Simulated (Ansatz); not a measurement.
**SiPO+ (singlet): wave-function methods side by side, cc-pVDZ**

An exercise on one series of results from a longer session: the logs are not shown, and one member is left open.

Method: cc-pVDZ, core rule «outside noble gas», up to 11 orbitals frozen; program: Ansatz 0.2.0, Gaussian basis.

The runs, in order: UHF; CCSD(T) on RHF; CCSD(T) on UHF; BCCD(T) on RHF; CISD; CCSDT(Q) on RHF; CCSDT(Q) on UHF.

25 further runs of the same task are left out: 5 for a known fault of the program, 8 that didn't finish, 12 set aside as unsound or not needed.

## The system

The geometry is a PBE0/def2-TZVP stationary point (not a proven minimum) of the parent state, kept for this charge and spin.

3 atoms, charge 1, spin multiplicity 1.

Atoms are counted from 1 here; the program's logs count them from 0.

Bond lengths: O1–Si2 1.512 Å, Si2–P3 2.058 Å. Angles: O1–Si2–P3 180.0°.

The first run:

Contents of in.yaml:

```yaml
crystal:
  periodic: [false, false, false]
  atoms:
    - {symbol: O, position_ang: [0.000000, 0.000000, 1.693600]}
    - {symbol: Si, position_ang: [0.000000, 0.000000, 0.182000]}
    - {symbol: P, position_ang: [0.000000, 0.000000, -1.875600]}
basis:
  gaussian: {orbitals: cc-pVDZ}
total_charge: 1
magnetization: {spin_polarized: true, initial_magnetization: 0}
hamiltonian: {xc: hf}
output: {orbitals: {seedname: orbitals}}
```

Started as:

```console
ansatz run in.yaml --threads 1 --pin off --events-out ev --progress --plain --max-ram 2393MiB
```

Steps of the session up to this table: UHF; CCSD(T) on RHF; CCSD(T) on UHF; BCCD(T) on RHF; CISD; CCSDT(Q) on RHF; CCSDT(Q) on UHF.

One of the session's tables, all rows but one given; the rest of the session is left out.

```
   method  from RCCSDT(Q) (meV)
      RHF              +11362.8
      UHF              +10046.5
     RMP2               +1436.0
     UMP2                +585.9
     CISD               +2185.6
    RCCSD                +894.5
    UCCSD                 +84.0
 RCCSD(T)                     ?
 UCCSD(T)                -471.8
  BCCD(T)                +323.5
   RCCSDT                +188.5
   UCCSDT                -730.5
RCCSDT(Q)                     0
UCCSDT(Q)                -914.6
```

Estimate the missing values for RCCSD(T).

As computed: from RCCSDT(Q) (meV): +327.2. In the column «from RCCSDT(Q) (meV)» it lies between BCCD(T) (+323.5) and UMP2 (+585.9).

The program flags UCCSD(T), RCCSDT(Q), UCCSDT(Q) as in doubt (see the logs), so the zero of the table is itself unsure.

Caveats from the session: The determinant is far from a pure spin state, so its energy mixes those of several spin states (harmless only where they are near-degenerate, as at dissociation). The report flags that the cluster equations may have other roots. The program flags UCCSD(T), RCCSDT(Q), UCCSDT(Q) as in doubt, so the zero of the table is itself unsure. Warnings: restricted reference is unstable; spin contamination; large T1 diagnostic. Restricted and unrestricted rows rest on different reference determinants; where their highest levels disagree by more than a few hundredths of an eV, they describe different states and don't form one ladder.
